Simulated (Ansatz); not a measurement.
I need a rigid scan of one bond length of H2S2Si, SMILES [SiH2]1SS1. Use Ansatz 0.2.0 through its Python package. Settings (for the species named): MP2, def2-SVP basis, multiplicity 1.

```json
{"atom": "Si", "x (Å)": "-0.2649", "y (Å)": "0.2214", "z (Å)": "-0.2282"}
{"atom": "S", "x (Å)": "1.6738", "y (Å)": "-0.3188", "z (Å)": "0.2525"}
{"atom": "S", "x (Å)": "0.0793", "y (Å)": "-1.3041", "z (Å)": "1.1224"}
{"atom": "H", "x (Å)": "-0.6920", "y (Å)": "-0.1958", "z (Å)": "-1.5765"}
{"atom": "H", "x (Å)": "-0.7463", "y (Å)": "1.5236", "z (Å)": "0.3883"}
```

`h2s2si_scan.py`
```python
"""Potential curve of H2S2Si along one bond."""

import warnings

import ansatz as az
import numpy as np

warnings.simplefilter("ignore", az.DeckWarning)

geometry_ang = [
    ("Si", (-0.2649, 0.2214, -0.2282)),
    ("S", (1.6738, -0.3188, 0.2525)),
    ("S", (0.0793, -1.3041, 1.1224)),
    ("H", (-0.692, -0.1958, -1.5765)),
    ("H", (-0.7463, 1.5236, 0.3883)),
]
mol = az.Crystal.molecule()
for symbol, xyz in geometry_ang:
    mol = mol.atom(symbol, xyz)

symbols = [site.symbol for site in mol.cartesian_sites]
start = np.array([site.position_ang for site in mol.cartesian_sites])
axis = (start[4] - start[0]) / np.linalg.norm(start[4] - start[0])
moving = [4]
lengths, energies = [1.337, 1.398, 1.458, 1.519, 1.58, 1.641, 1.701, 1.792], []
for length in lengths:
    xyz = start.copy()
    xyz[moving] += (length - np.linalg.norm(start[4] - start[0])) * axis
    point = az.Crystal.molecule()
    for symbol, place in zip(symbols, xyz):
        point = point.atom(symbol, place.tolist())
    calc = (
        point.calculation()
        .basis(gaussian="def2-SVP")
        .correlation("mp2")
    )
    report = calc.run().report
    energies.append(report["free_energy_ev"])
    print(f"r = {length:6.3f} A  E = {energies[-1]:.5f} eV  <S^2> = {abs(report['mean_field']['state']['spin_squared']):.3f}")

# quartic fit about the minimum
fit = np.polynomial.Polynomial.fit(lengths, np.array(energies) - min(energies), 4).convert()
roots = [r.real for r in fit.deriv().roots() if abs(r.imag) < 1e-9 and fit.deriv(2)(r.real) > 0]
r_e = min(roots, key=lambda r: abs(r - lengths[int(np.argmin(energies))]))
print(f"minimum of the fit at {r_e:.4f} A, force constant {fit.deriv(2)(r_e):.2f} eV/A^2")
```

Running `python h2s2si_scan.py` prints:
```text
r =  1.337 A  E = -29528.67196 eV  <S^2> = 0.000
r =  1.398 A  E = -29528.82851 eV  <S^2> = 0.000
r =  1.458 A  E = -29528.88291 eV  <S^2> = 0.000
r =  1.519 A  E = -29528.86004 eV  <S^2> = 0.000
r =  1.580 A  E = -29528.77696 eV  <S^2> = 0.000
r =  1.641 A  E = -29528.64860 eV  <S^2> = 0.000
r =  1.701 A  E = -29528.48958 eV  <S^2> = 0.000
r =  1.792 A  E = -29528.20568 eV  <S^2> = 0.000
minimum of the fit at 1.4686 A, force constant 20.31 eV/A^2
```

Total energies depend on the basis set; only differences at equal settings carry meaning. The rest of the molecule is held rigid at a force-field or estimated start geometry, and the basis set is modest; single-reference methods fail as a bond breaks. The orbitals are restricted, so S² is zero by construction. S² is that of the Hartree-Fock reference. Hardware and time: 4.5 s on 1 thread of Arm Neoverse V1 (shared host), peak memory 0.17 GiB.
